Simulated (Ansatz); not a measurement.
The first iterations of a band of AlCl₂H (4 atoms, charge 0, multiplicity 1).

Level of theory: RKS r2SCAN-D4/6-31G* (Ansatz).

```json
{
 "movable images": "5",
 "climbing image": "yes",
 "spring": "5.0 eV/Å²",
 "optimiser": "quadratic models (default)",
 "start path": "through a guess of the saddle point",
 "force threshold": "0.05 eV/Å",
 "iteration limit": "10",
 "end points": "relaxed"
}
```

Image 0:

```xyz
4
Properties=species:S:1:pos:R:3
Al 0.321 0.000 0.340
H 0.088 0.000 1.894
Cl 2.255 0.000 -0.459
Cl -1.297 0.000 -0.986
```

Image 6:

```xyz
4
Properties=species:S:1:pos:R:3
Al -1.499 0.000 0.321
H 2.120 0.000 1.768
Cl 1.857 0.000 0.508
Cl -1.111 0.000 -1.808
```

| iteration | highest image above the first end (eV) | largest band force component (eV/Å) |
| --- | --- | --- |
| 1 | 4.158 | 8.298 |
| 2 | 2.950 | 1.465 |
| 3 | 3.096 | 1.162 |

Task: Does the band converge within its limit, and where does its top end?

Result: It converged. It ended after 10 iterations with the highest image 3.032 eV above the first end. Neighbouring images differ by up to 2.0 eV, so the band resolves the path poorly. Another band between the same ends (5 images) ends at a top of the same energy, where a vibrational analysis finds 1 clearly imaginary mode. The orbitals stay closed-shell, which can raise the energy where a bond breaks towards radicals; this wasn't checked here.

Time of the run: 2.2 min on 1 thread of Arm Neoverse V2, on a shared host, peak memory 0.12 GiB.
